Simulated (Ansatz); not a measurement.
in.yaml

```yaml
crystal:
  periodic: [false, false, false]
  atoms:
    - {symbol: N, position_ang: [-1.128747, 0.013798, -0.027687]}
    - {symbol: H, position_ang: [-1.426027, 0.981632, -0.027687]}
    - {symbol: H, position_ang: [-1.426026, -0.388500, 0.852572]}
    - {symbol: H, position_ang: [-0.072747, 0.013798, -0.027687]}
    - {symbol: N, position_ang: [1.231253, 0.013798, -0.027687]}
    - {symbol: H, position_ang: [1.500335, -0.990428, -0.027687]}
basis:
  gaussian: {orbitals: cc-pVDZ}
magnetization: {spin_polarized: false, initial_magnetization: 2}
correlation: {method: bccd_t, electrons: outside_noble_gas}
```

```sh
$ ansatz run in.yaml --threads 1 --pin off --events-out ev --progress --plain --max-ram 2393MiB
```

Output:

```
445 factors; integrals over basis functions are off by at most 1.3e-3 eV
mean field evaluation 1: about -3021.2158 eV, gradient 2.6e1 eV
mean field evaluation 2: about -3021.2564 eV, gradient 2.6e1 eV
mean field evaluation 4: about -3023.1484 eV, gradient 4.4e0 eV
mean field evaluation 8: about -3023.2507 eV, gradient 1.7e-1 eV
mean field evaluation 16: about -3021.2154 eV, gradient 2.6e1 eV
mean field evaluation 32: about -3019.6742 eV, gradient 1.8e0 eV
mean field -3023.25126818 eV, -111.1024348723 hartree, gradient 2.2e-6 eV, S^2 2.000000; 0 other end points of the search recorded, 0 dependent functions left out
mean field evaluation 64: about -3023.0235 eV, gradient 8.9e0 eV
2 core orbitals not correlated: weight in the atoms' cores, before any rotation towards them, 1.000 or more for the frozen orbitals, at most 0.000 for the correlated occupied ones
reference -3023.25126818 eV, -111.1024348723 hartree; 8, 6 occupied and 38, 40 virtual orbitals, 445 factors
second order -8.43031727 eV of doubles, -0.15102492 eV of singles
cycle   1  -9.23916900 eV  change   -6.5e-1 eV  update   6.4e-2
cycle   2  -9.48184747 eV  change   -2.4e-1 eV  update   2.4e-2
cycle   3  -9.52554246 eV  change   -4.4e-2 eV  update   1.7e-2
cycle   4  -9.52124452 eV  change    4.3e-3 eV  update   9.9e-3
cycle   5  -9.51606959 eV  change    5.2e-3 eV  update   6.3e-3
cycle   6  -9.51406155 eV  change    2.0e-3 eV  update   3.2e-3
cycle   7  -9.51423247 eV  change   -1.7e-4 eV  update   1.4e-3
cycle   8  -9.51455150 eV  change   -3.2e-4 eV  update   6.9e-4
cycle   9  -9.51456366 eV  change   -1.2e-5 eV  update   2.6e-4
cycle  10  -9.51459100 eV  change   -2.7e-5 eV  update   1.5e-4
cycle  11  -9.51462228 eV  change   -3.1e-5 eV  update   7.5e-5
cycle  12  -9.51463411 eV  change   -1.2e-5 eV  update   3.7e-5
cycle  13  -9.51462627 eV  change    7.8e-6 eV  update   1.6e-5
cycle  14  -9.51462024 eV  change    6.0e-6 eV  update   7.1e-6
perturbative correction -0.21123701 eV, -0.0077628169 hartree
Total energy: -3032.97712543 eV, -111.4598535338 hartree
```

For the same geometry and basis UCCSDT(Q) lies 37.1 meV lower.

Ran on 1 thread of Intel Xeon 6975P-C, shared host: 1.4 s wall, 0.2 GiB peak host memory.
